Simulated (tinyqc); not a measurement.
UKS/LDA (PW92) in the sto-3g basis, for NH, spin multiplicity 3, step by step. One step of it, computed by the program tinyqc.

Task: Iteration 2: building the Kohn-Sham matrix. J_ij = sum D_kl (ij|kl) with D = D(alpha) + D(beta); F = H + J + V_xc; E = tr D H + tr D J / 2 + E_xc + E_nn.

D(alpha) after iteration 1, lower triangle:
```
            1N 1s      1N 2s    1N 2px    1N 2py     1N 2pz     2H 1s
1N 1s    1.059370
1N 2s   -0.253515   1.081830
1N 2px   0.000000   0.000000  1.000000
1N 2py   0.000000   0.000000  0.000000  1.000000
1N 2pz  -0.005182   0.026416  0.000000  0.000000   1.029401
2H 1s    0.013109  -0.051875  0.000000  0.000000  -0.065860  0.006544
```

D(beta) after iteration 1, lower triangle:
```
            1N 1s      1N 2s     1N 2px    1N 2py    1N 2pz     2H 1s
1N 1s    1.058409
1N 2s   -0.249107   1.061807
1N 2px   0.000000   0.000000   0.994955
1N 2py   0.000000   0.000000  -0.070851  0.005045
1N 2pz   0.025497  -0.113184   0.000000  0.000000  0.012066
2H 1s    0.010216  -0.039866   0.000000  0.000000  0.004249  0.001497
```

core Hamiltonian H = T + V (hartree), lower triangle:
```
             1N 1s      1N 2s     1N 2px     1N 2py     1N 2pz      2H 1s
1N 1s   -24.546124
1N 2s    -5.643841  -6.607891
1N 2px    0.000000   0.000000  -5.243908
1N 2py    0.000000   0.000000   0.000000  -5.243908
1N 2pz   -0.007134  -0.090274   0.000000   0.000000  -5.293432
2H 1s    -0.453484  -1.247195   0.000000   0.000000  -1.113536  -2.913367
```

Two-electron integrals (ij|kl) in chemists' order, unique and non-zero (hartree):
```
(11|11) 4.166630   (21|11) 0.640849   (21|21) 0.117461   (22|11) 0.969864
(22|21) 0.220936   (22|22) 0.708245   (31|31) 0.020960   (32|31) 0.032452
(32|32) 0.156449   (33|11) 0.967124   (33|21) 0.220977   (33|22) 0.708086
(33|33) 0.762805   (41|41) 0.020960   (42|41) 0.032452   (42|42) 0.156449
(43|43) 0.041119   (44|11) 0.967124   (44|21) 0.220977   (44|22) 0.708086
(44|33) 0.680568   (44|44) 0.762805   (51|51) 0.020960   (52|51) 0.032452
(52|52) 0.156449   (53|53) 0.041119   (54|54) 0.041119   (55|11) 0.967124
(55|21) 0.220977   (55|22) 0.708086   (55|33) 0.680568   (55|44) 0.680568
(55|55) 0.762805   (61|11) 0.051456   (61|21) 0.009367   (61|22) 0.017559
(61|33) 0.017522   (61|44) 0.017522   (61|51) 0.000451   (61|52) 0.000862
(61|55) 0.017635   (61|61) 0.000758   (62|11) 0.156133   (62|21) 0.036143
(62|22) 0.132282   (62|33) 0.129420   (62|44) 0.129420   (62|51) 0.002957
(62|52) 0.024963   (62|55) 0.137869   (62|61) 0.002962   (62|62) 0.035063
(63|31) 0.003276   (63|32) 0.020288   (63|53) 0.004714   (63|63) 0.004050
(64|41) 0.003276   (64|42) 0.020288   (64|54) 0.004714   (64|64) 0.004050
(65|11) 0.137764   (65|21) 0.032243   (65|22) 0.125694   (65|33) 0.120075
(65|44) 0.120075   (65|51) 0.005463   (65|52) 0.041515   (65|55) 0.136783
(65|61) 0.002725   (65|62) 0.039992   (65|65) 0.048984   (66|11) 0.349465
(66|21) 0.082090   (66|22) 0.344984   (66|33) 0.331706   (66|44) 0.331706
(66|51) 0.006892   (66|52) 0.082472   (66|55) 0.371160   (66|61) 0.006743
(66|62) 0.127870   (66|65) 0.163353   (66|66) 0.774606
```

nuclear repulsion = 2.45639289 hartree

V_xc(alpha) (hartree), lower triangle:
```
            1N 1s      1N 2s     1N 2px     1N 2py     1N 2pz      2H 1s
1N 1s   -2.564451
1N 2s   -0.370441  -0.719893
1N 2px   0.000000   0.000000  -0.721612
1N 2py   0.000000   0.000000   0.000621  -0.712954
1N 2pz  -0.000048   0.001654   0.000000   0.000000  -0.712617
2H 1s   -0.029906  -0.110334   0.000000   0.000000  -0.092687  -0.134725
```

V_xc(beta) (hartree), lower triangle:
```
            1N 1s      1N 2s     1N 2px     1N 2py     1N 2pz      2H 1s
1N 1s   -2.534349
1N 2s   -0.348429  -0.610750
1N 2px   0.000000   0.000000  -0.660635
1N 2py   0.000000   0.000000   0.005811  -0.579628
1N 2pz   0.002484   0.018732   0.000000   0.000000  -0.578640
2H 1s   -0.028063  -0.090411   0.000000   0.000000  -0.072070  -0.113471
```

E_xc = sum of w rho eps_xc = -7.04103681 hartree

Give: Coulomb J; F(alpha); F(beta); total energy of this density.

Result:

Coulomb J (hartree), lower triangle:
```
          1N 1s    1N 2s   1N 2px  1N 2py  1N 2pz   2H 1s
1N 1s   14.1270
1N 2s    2.5963   6.1756
1N 2px   0.0000   0.0000   6.2234
1N 2py   0.0000   0.0000  -0.0058  6.1420
1N 2pz  -0.0059  -0.0348   0.0000  0.0000  6.1417
2H 1s    0.2072   1.0953   0.0000  0.0000  1.0125  2.7277
```

F(alpha) (hartree), lower triangle:
```
           1N 1s    1N 2s   1N 2px  1N 2py   1N 2pz    2H 1s
1N 1s   -12.9836
1N 2s    -3.4180  -1.1522
1N 2px    0.0000   0.0000   0.2579
1N 2py    0.0000   0.0000  -0.0052  0.1851
1N 2pz   -0.0131  -0.1234   0.0000  0.0000   0.1356
2H 1s    -0.2762  -0.2622   0.0000  0.0000  -0.1937  -0.3204
```

F(beta) (hartree), lower triangle:
```
           1N 1s    1N 2s  1N 2px  1N 2py   1N 2pz    2H 1s
1N 1s   -12.9535
1N 2s    -3.3960  -1.0430
1N 2px    0.0000   0.0000  0.3188
1N 2py    0.0000   0.0000  0.0000  0.3184
1N 2pz   -0.0106  -0.1064  0.0000  0.0000   0.2696
2H 1s    -0.2743  -0.2423  0.0000  0.0000  -0.1731  -0.2992
```

total energy of this density = -53.345446 hartree
